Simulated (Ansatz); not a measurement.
in.yaml

```yaml
crystal:
  periodic: [false, false, false]
  atoms:
    - {symbol: As, position_ang: [0.000000, -0.028104, 0.000000]}
    - {symbol: H, position_ang: [0.000000, 1.044500, -1.085896]}
    - {symbol: H, position_ang: [0.000000, 1.044492, 1.085904]}
basis:
  gaussian: {orbitals: cc-pVDZ}
magnetization: {spin_polarized: true, initial_magnetization: 3}
hamiltonian: {xc: {name: PBE}}
correlation: {method: bccd_t, electrons: valence}
accuracy: high
```

```sh
$ ansatz run in.yaml --threads 1 --pin off --events-out ev --progress --plain --max-ram 2393MiB
```

The program prints:

```
728 factors; integrals over basis functions are off by at most 4.5e-9 eV
mean field evaluation 1: about -60856.1498 eV, gradient 7.4e0 eV
mean field evaluation 2: about -60856.1435 eV, gradient 7.4e0 eV
mean field evaluation 4: about -60856.5440 eV, gradient 1.2e0 eV
mean field evaluation 8: about -60856.5560 eV, gradient 4.8e-3 eV
mean field evaluation 16: about -60856.5560 eV, gradient 1.0e-7 eV
mean field evaluation 32: about -60854.7401 eV, gradient 1.2e-3 eV
mean field evaluation 64: about -60856.5452 eV, gradient 2.7e-1 eV
mean field -60856.55604676 eV, -2236.4371846632 hartree, gradient 7.8e-8 eV, S^2 3.751871; 9 other end points of the search recorded, 0 dependent functions left out
9 core orbitals not correlated: weight in the atoms' cores, before any rotation towards them, 1.000 or more for the frozen orbitals, at most 0.000 for the correlated occupied ones
reference -60819.74126615 eV, -2235.0842664299 hartree; 10, 7 occupied and 18, 21 virtual orbitals, 728 factors
second order -2.98081042 eV of doubles, -0.34483783 eV of singles
cycle   1  -3.64157963 eV  change   -3.2e-1 eV  update   5.2e-2
cycle   2  -3.79165353 eV  change   -1.5e-1 eV  update   2.3e-2
cycle   3  -3.81566291 eV  change   -2.4e-2 eV  update   1.2e-2
cycle   4  -3.82260837 eV  change   -6.9e-3 eV  update   7.1e-3
cycle   5  -3.82499165 eV  change   -2.4e-3 eV  update   2.6e-3
cycle   6  -3.82558657 eV  change   -5.9e-4 eV  update   8.4e-4
cycle   7  -3.82600081 eV  change   -4.1e-4 eV  update   2.8e-4
cycle   8  -3.82604486 eV  change   -4.4e-5 eV  update   8.5e-5
cycle   9  -3.82605346 eV  change   -8.6e-6 eV  update   2.2e-5
cycle  10  -3.82606207 eV  change   -8.6e-6 eV  update   5.6e-6
cycle  11  -3.82606281 eV  change   -7.4e-7 eV  update   1.8e-6
cycle  12  -3.82606325 eV  change   -4.4e-7 eV  update   6.0e-7
cycle  13  -3.82606305 eV  change    2.0e-7 eV  update   1.9e-7
cycle  14  -3.82606311 eV  change   -6.1e-8 eV  update   5.0e-8
cycle  15  -3.82606315 eV  change   -4.0e-8 eV  update   2.6e-8
cycle  16  -3.82606314 eV  change    6.7e-9 eV  update   1.7e-8
cycle  17  -3.82606312 eV  change    2.5e-8 eV  update   5.2e-8
cycle  18  -3.82606311 eV  change    6.7e-9 eV  update   1.9e-8
cycle  19  -3.82606311 eV  change    4.1e-9 eV  update   6.0e-9
cycle  20  -3.82606310 eV  change    3.4e-9 eV  update   3.1e-9
cycle  21  -3.82606310 eV  change    2.4e-9 eV  update   1.7e-9
cycle  22  -3.82606310 eV  change  -7.9e-11 eV  update  3.5e-10
perturbative correction -0.10132524 eV, -0.0037236338 hartree
Total energy: -60823.66865449 eV, -2235.2285952893 hartree
```

Ran on 1 thread of Arm Neoverse V1, shared host: 9.5 s wall, 0.13 GiB peak host memory.
